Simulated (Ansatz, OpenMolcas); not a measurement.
## C2H3F3 (SMILES CC(F)(F)F): from total energies to a heat of formation

The species is C2H3F3 (8 atoms), meant as a singlet with charge 0. SMILES: `CC(F)(F)F`. The coordinates come from a PBE0-D4/def2-TZVP relaxation.

Total energies at r2SCAN/cc-pVDZ (OpenMolcas 26.06); the atoms run unrestricted:

```tsv
species	state	energy (Eh)
C2H3F3	singlet	-377.416024
C	triplet	-37.826282
F	doublet	-99.686130
H	doublet	-0.499208
```

Harmonic wavenumbers at PBE0-D4/def2-TZVP, in cm⁻¹: 227, 365, 365, 544, 544, 606, 849, 978, 978, 1243, 1243, 1297, 1431, 1476, 1476, 3088, 3180, 3181.

Measured heats of formation of the gaseous atoms at 298.15 K, in kJ/mol: C 716.9, F 79.4, H 218.0. Spin-orbit lowering of the atoms at 298 K (mean of the ground term's levels less their thermal mean, from spectra), in kJ/mol: C 0.02, F 1.29. Take 1 Eh = 2625.50 kJ/mol, 1 cm⁻¹ = 0.0119627 kJ/mol, RT = 2.479 kJ/mol.

Work out the heat of formation of the gas at 298 K.


1. Electronic atomisation energy: 2 × (-37.826282) + 3 × (-99.686130) + 3 × (-0.499208) − (-377.416024) = 1.207446 Eh = 3170.1 kJ/mol.
2. Zero-point energy: half the sum of the wavenumbers, 11535.5 cm⁻¹ = 138.0 kJ/mol.
3. Thermal vibrational enthalpy, Σ hcν̃/(exp(hcν̃/kT) − 1): 5.1 kJ/mol. Translation, rotation and pV of a non-linear molecule: 4 RT = 9.9 kJ/mol.
4. The 8 free atoms carry 5/2 RT each: 49.6 kJ/mol.
5. Spin-orbit coupling lowers the free atoms by 2 × 0.02 + 3 × 1.29 = 3.9 kJ/mol.
6. Atomisation enthalpy at 298 K: 3170.1 − 3.9 − 138.0 − 5.1 − 9.9 + 49.6 = 3062.8 kJ/mol.
7. Sum of the atoms' heats of formation: 2326.0 kJ/mol. Heat of formation: 2326.0 − 3062.8 = -736.8 kJ/mol.

The tabulated value is -744.6 kJ/mol (CRC Handbook of Chemistry and Physics), so this level is off by +7.8 kJ/mol, or 0.3 % of the atomisation enthalpy. So close a hit in a small basis owes something to errors that cancel. Anharmonicity and any spin-orbit splitting of the molecule are left out.
